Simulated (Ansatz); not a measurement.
Compare A (`CC1CC1=N`) with its isomer B (`C#CC(C)N`).

Computed with Ansatz on PBE0-D4/def2-TZVP structures; ΔE is electronic, products minus reactants. CBS: MP2 limit from def2 TZ/QZ plus the TZ coupled-cluster correction, frozen cores. DFT in def2-TZVPP. B3LYP here is the variant with VWN-RPA as its local correlation; programs differ in this. One conformer a species, not always the lowest.

A:

Z-matrix (Å, degrees):
```
C
C 1 1.505
H 1 1.093 2 110.8
H 1 1.093 2 111.2 3 119.7
H 1 1.093 2 111.0 3 -120.1
C 2 1.546 1 120.2 3 36.8
C 2 1.464 1 120.9 3 -31.4
H 2 1.088 1 115.4 3 -179.5
H 6 1.085 2 117.9 1 141.8
H 6 1.086 2 117.4 1 -1.9
N 7 1.254 2 151.6 1 -68.3
H 11 1.022 7 110.3 2 -3.1
```

B:

```xyz
12

C     1.415   -0.414    1.866
C     0.575   -0.353    1.009
C    -0.421   -0.290   -0.066
C    -0.816    1.150   -0.359
N     0.012   -0.940   -1.299
H     2.157   -0.469    2.627
H    -1.313   -0.826    0.280
H    -1.585    1.165   -1.132
H     0.048    1.716   -0.714
H    -1.194    1.641    0.539
H     0.273   -1.900   -1.109
H     0.848   -0.480   -1.643
```

**Question.** Which is lower in electronic energy at CCSD(T)/CBS, and by how much? (Estimate.)

**Answer.** Computed: B, by 0.9 kcal/mol.

**Question.** Give E(B) − E(A) in kcal/mol with MP2/def2-TZVPP, B2PLYP, ωB97M-V, PBE-D4, HF/def2-TZVPP, r2SCAN-D4, B3LYP. (Estimate.)

**Answer.** The calculation gave: MP2/def2-TZVPP -1.0, B2PLYP 0.3, ωB97M-V 2.4, PBE-D4 7.3, HF/def2-TZVPP -1.8, r2SCAN-D4 5.5, B3LYP 2.2. The order is the other way round with B2PLYP, ωB97M-V, PBE-D4, r2SCAN-D4, B3LYP.

Largest T1 diagnostic: 0.011.

In def2-TZVPP, CCSD(T) changes the Hartree–Fock value by +2.0 kcal/mol (the triples alone add +0.2 kcal/mol) and MP2 by +0.8 kcal/mol.
